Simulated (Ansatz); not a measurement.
## Two structures, one formula

The two ends of one reaction step of CH$_{5}$BO, closed shell (PBE0-D4/def2-TZVP).

A:

```xyz
8
angstrom
B 0.0714 0.0199 -0.5754
H -0.0751 0.8482 -1.4408
O 0.5091 -1.2162 -0.9228
H 0.6648 -1.3093 -1.8653
C -0.2290 0.3333 0.9214
H -0.0479 -0.5134 1.5861
H 0.3767 1.1818 1.2588
H -1.2698 0.6557 1.0379
```

B:

B1  (0.293, -0.986, 0.192)
H2  (-0.036, 1.117, -2.451)
O3  (0.672, -1.855, -0.549)
H4  (0.188, 0.405, -2.407)
C5  (-0.189, 0.122, 1.129)
H6  (-0.213, -0.231, 2.162)
H7  (0.478, 0.984, 1.073)
H8  (-1.194, 0.445, 0.850)
(Å)

Ansatz 0.2.0; basis: def2-TZVPP; cores frozen in the correlated methods. B3LYP uses VWN-RPA correlation.

(1) Which structure is lower at CCSD(T), and by how much? (To be estimated.)

No T1 diagnostic of these runs exceeds 0.016.

## Answers

(1) The calculation gives: A, by 0.540 eV (electronic energy, against the other). By their contacts, A is CH₅BO ([CH3][BH][OH]) and B is a complex of CH₃BO ([CH3][B][O]) + H₂.

All methods give the same order:

| method | E(B) − E(A) (eV) |
| --- | --- |
| SPW92 | 0.841 |
| PBE-D4 | 0.514 |
| BLYP-D4 | 0.321 |
| r2SCAN-D4 | 0.575 |
| B97M-V | 0.555 |
| PBE0-D4 | 0.683 |
| B3LYP-D4 | 0.491 |
| r2SCAN0-D4 | 0.705 |
| BHLYP-D4 | 0.679 |
| CAM-B3LYP-D4 | 0.596 |
| wB97X-V | 0.636 |
| wB97M-V | 0.575 |
| B2PLYP | 0.474 |
| PBE-QIDH | 0.691 |
| RPA on PBE | 0.486 |
| HF | 0.694 |
| MP2 | 0.464 |
| CCSD | 0.601 |
| CCSD(T) | 0.540 |

Labels in which every atom is bracketed show which atoms are joined, not bond orders.

For scale, one of the runs: CCSD(T)/def2-TZVPP, 163 basis functions, launched by `ansatz run in.yaml --threads 2 --pin off --events-out ev --progress --plain --max-ram 4352MiB`. The run took 17 s on 2 CPU threads of an Arm Neoverse V2 (shared host), with 1.3 GiB of host memory at its peak.
